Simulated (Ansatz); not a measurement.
Antiferromagnetic (type II) rock-salt MnS: PBE at its full settings (plane-wave cutoff 520 eV, 10×10×10 k mesh, Fermi–Dirac smearing 0.01 eV, spin-polarised with opposed moments, scalar-relativistic PAW data made under PBE) and at cheaper ones, in a cell of 4 atoms with Γ-centred meshes.

```
level and setting                              lattice constant a (Å)  bulk modulus B0 (GPa)  magnetic moment (μB)
---------------------------------------------  ----------------------  ---------------------  --------------------
PBE (Ansatz)                                                    5.132                   77.1                  4.09
PBE (300 eV cutoff) (Ansatz)                                    5.134                   78.0                  4.09
PBE (4×4×4 k mesh) (Ansatz)                                     5.138                   77.6                  4.10
PBE (4×4×4 k mesh and 300 eV cutoff) (Ansatz)                   5.138                   79.9                  4.11
PBE (6×6×6 k mesh) (Ansatz)                                     5.133                   77.2                  4.09
PBE (Fermi-Dirac smearing of 0.3 eV) (Ansatz)                   5.102                   70.6                  3.93
```

Largest shifts from the full settings: lattice constant a -0.58 % (PBE (Fermi-Dirac smearing of 0.3 eV)), against a difference of -1.29 % of the full result from the reference 5.199 Å (measured, 4 K, not corrected to a static lattice; as tabulated in PSI, practical course at SINQ: magnetic order in MnS); bulk modulus -8.4 % (PBE (Fermi-Dirac smearing of 0.3 eV)), against a difference of +2.8 % of the full result from the reference 75 ± 2 GPa (measured, room temperature, not corrected to a static lattice, sources range from 72.0 to 88.0; as tabulated in Sweeney, Heinz, compression of alpha-MnS (alabandite), Phys. Chem. Miner. 20 …); magnetic moment -0.16 μB (PBE (Fermi-Dirac smearing of 0.3 eV)).

Ansatz's density-functional and Hartree–Fock values are scalar-relativistic unless marked +SOC, with PAW data made under PBE.

Run with cheap settings on purpose, which may leave them unconverged: PBE (300 eV cutoff), PBE (4×4×4 k mesh and 300 eV cutoff), PBE (4×4×4 k mesh), PBE (6×6×6 k mesh), PBE (Fermi-Dirac smearing of 0.3 eV).

Ansatz is a first-principles code.
